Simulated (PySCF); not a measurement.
System: H2Be, singlet: collinear H-Be-H surface. Scanned: H-Be distance and Be-H distance.

Cartesian coordinates as functions of the variables (Å; names that start with a are angles):
```
H  0  0  -r1
Be  0  0  0
H  0  0  r2
```

Calculation: RHF/aug-cc-pVDZ in PySCF.

Energy in mEh above the lowest grid point; x is the H-Be distance (Å), y the Be-H distance (Å).

```csv
y \ x,1.13,1.20,1.26,1.33,1.40,1.46,1.54,1.64,1.73,1.86,2
2,76.3,66.2,61.7,60.1,61.4,64.4,70.3,79.8,89.7,105.3,122.7
1.86,59.5,49.4,44.9,43.2,44.5,47.4,53.2,62.7,72.5,88.0,105.3
1.73,44.5,34.4,29.8,28.1,29.4,32.2,38.0,47.4,57.1,72.5,89.7
1.64,35.0,24.9,20.3,18.6,19.8,22.6,28.3,37.6,47.4,62.7,79.8
1.54,26.0,15.8,11.2,9.4,10.6,13.4,19.1,28.3,38.0,53.2,70.3
1.46,20.5,10.3,5.7,3.9,5.0,7.8,13.4,22.6,32.2,47.4,64.4
1.40,17.7,7.6,2.9,1.1,2.3,5.0,10.6,19.8,29.4,44.5,61.4
1.33,16.7,6.5,1.8,0.0,1.1,3.9,9.4,18.6,28.1,43.2,60.1
1.26,18.5,8.4,3.7,1.8,2.9,5.7,11.2,20.3,29.8,44.9,61.7
1.20,23.2,13.0,8.4,6.5,7.6,10.3,15.8,24.9,34.4,49.4,66.2
1.13,33.3,23.2,18.5,16.7,17.7,20.5,26.0,35.0,44.5,59.5,76.3
```

Points that lie below all their neighbours on the grid: x = 1.33, y = 1.33 (0.0 mEh).
